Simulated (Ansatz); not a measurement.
## HB–CH2, triplet along the distance B1-C2

Starting geometry (PBE0/def2-TZVP stationary point for this spin, not checked as a minimum):

```yaml
atoms:
  - { symbol: B, position_ang: [0.0000, -0.1667, 0.8218] }
  - { symbol: C, position_ang: [0.0000, 0.0690, -0.6707] }
  - { symbol: H, position_ang: [0.0000, 0.6438, 1.6981] }
  - { symbol: H, position_ang: [0.0000, 1.0623, -1.1234] }
  - { symbol: H, position_ang: [0.0000, -0.7400, -1.3974] }
```

From there C2, H4, H5 move together along the line of the two atoms named below, all else staying in place; atoms are numbered as listed. Energies are in eV, counted from the starting geometry at the same level. Kohn–Sham curves are unrestricted where that lies lower.

Basis cc-pVDZ; Ansatz 0.2.0. Correlated methods freeze the noble-gas cores. Prefix R: restricted or restricted open-shell reference; prefix U: unrestricted.

Unrestricted rows (U, and Kohn–Sham where it breaks symmetry) aren't spin-pure: their determinants' ⟨S²⟩ exceeds S(S+1) by up to 0.49, so they mix in states of higher spin.

Full CI isn't at hand for all of this; UCCSDT(Q) serves as the reference, and is uncertain by about the last step of the cluster series.

| distance B1-C2 (Å) | B97M-V |
| --- | --- |
| 1.217 | 2.332 |
| 1.358 | 0.487 |
| 1.511 | 0.000 |
| 1.692 | 0.369 |
| 1.853 | 1.040 |
| 2.125 | 2.306 |
| 2.404 | 3.432 |
| 3.252 | 4.782 |
| 4.115 | 4.948 |
| 5.174 | 4.982 |

Estimate the UCCSDT(Q) curve in cc-pVDZ from this one, knowing how B97M-V errs.

The computed UCCSDT(Q) values, in eV from the starting point, and the error of B97M-V against them:
| distance B1-C2 (Å) | UCCSDT(Q) | B97M-V less UCCSDT(Q) |
| --- | --- | --- |
| 1.217 | 2.657 | -0.326 |
| 1.358 | 0.627 | -0.141 |
| 1.511 | 0.000 | 0.000 |
| 1.692 | 0.261 | 0.107 |
| 1.853 | 0.874 | 0.166 |
| 2.125 | 2.078 | 0.228 |
| 2.404 | 3.136 | 0.296 |
| 3.252 | 4.248 | 0.533 |
| 4.115 | 4.265 | 0.682 |
| 5.174 | 4.268 | 0.714 |

B97M-V at 5.174 Å lies 0.714 eV (17 %) above the reference in this basis.

In so small a basis the reference is far from its limit while semilocal and hybrid functionals are nearer theirs, so the functionals' errors here hold much of the reference's basis and frozen-core error, which can add to them or hide them.
